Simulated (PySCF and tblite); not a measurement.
The numbers below are computed, except where a source is named.
Stationary points of C$_{4}$H$_{10}$S$_{2}$ at GFN2-xTB, in Å:

Structure A

```
 1 C    -1.466   -0.910    0.821
 2 C    -0.370   -0.309   -0.055
 3 C    -0.909    0.871   -0.862
 4 C     0.829    0.126    0.797
 5 S     2.371   -0.775    0.396
 6 S     2.724   -0.194   -1.525
 7 H    -1.087   -1.766    1.376
 8 H    -1.836   -0.171    1.529
 9 H    -2.299   -1.243    0.206
10 H    -0.037   -1.078   -0.761
11 H    -0.139    1.272   -1.518
12 H    -1.747    0.553   -1.476
13 H    -1.251    1.663   -0.197
14 H     1.040    1.189    0.692
15 H     0.677   -0.097    1.853
16 H     3.499    0.871   -1.275
```

Structure B

```
 1 C    -1.590   -0.499    0.995
 2 C    -0.479   -0.569   -0.053
 3 C    -0.757    0.406   -1.193
 4 C     0.859   -0.278    0.618
 5 S     2.302   -0.612   -0.465
 6 S     2.658    1.187   -1.354
 7 H    -1.414   -1.213    1.796
 8 H    -1.642    0.499    1.426
 9 H    -2.550   -0.725    0.538
10 H    -0.440   -1.585   -0.459
11 H     0.008    0.334   -1.962
12 H    -1.717    0.185   -1.651
13 H    -0.778    1.430   -0.823
14 H     0.926    0.759    0.945
15 H     1.010   -0.934    1.475
16 H     3.588    1.649   -0.506
```

Structure C

```
 1 C    -1.111   -1.113    0.531
 2 C    -0.369   -0.042   -0.261
 3 C    -1.308    1.103   -0.636
 4 C     0.806    0.507    0.538
 5 S     2.101   -0.744    0.864
 6 S     2.798   -1.148   -1.007
 7 H    -0.434   -1.916    0.816
 8 H    -1.540   -0.687    1.436
 9 H    -1.914   -1.538   -0.066
10 H     0.021   -0.489   -1.183
11 H    -0.789    1.853   -1.230
12 H    -2.145    0.725   -1.216
13 H    -1.698    1.582    0.260
14 H     1.282    1.344    0.025
15 H     0.493    0.827    1.532
16 H     3.799   -0.256   -1.048
```

Level: CAM-B3LYP/pcSseg-1 + D3(BJ) on GFN2-xTB stationary points, with GFN2-xTB thermal terms.

**Question.** Which structure is a saddle point, and along which motion?

**Answer.** A: one imaginary mode (55i cm⁻¹ at GFN2-xTB, mostly on C3, C1, S6), along the rotation about the C2–C4 bond (torsion C1–C2–C4–S5 from 65° to 170°, rising).

**Question.** Give their symmetry and energies above the lowest.

**Answer.** A C1, 3.3 kcal/mol; B C1, 1.1 kcal/mol; C C1, 0.0 kcal/mol.
